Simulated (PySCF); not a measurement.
Gas-phase reaction: SiH2ClNH2 + NH3 → HCl + SiH2(NH2)2

Computed with PySCF and rigid-rotor harmonic-oscillator thermochemistry at 1 bar. † marks an energy on the PBE0/def2-TZVP geometry and frequencies; other levels use their own. All species are closed-shell singlets. B3LYP is the form with VWN-RPA correlation. SiH2ClNH2, SiH2(NH2)2: computed as isolated molecules; such fragments, hydroxides, amides, oligomers or adducts are transient or little studied in the gas.

B3LYP/def2-TZVP† gives ΔH°(298 K) = 43 kJ.

Q: What do PBE/def2-TZVP†, BLYP/def2-TZVP†, PBE/def2-SVP give?

A: PBE/def2-TZVP†: 48 kJ; BLYP/def2-TZVP†: 45 kJ; PBE/def2-SVP: 48 kJ. For scale, ΔH°(298 K) is 43 kJ at this level, 44 kJ at ωB97M-V/def2-TZVP†, and runs from 34 to 55 kJ over the 20 levels computed.
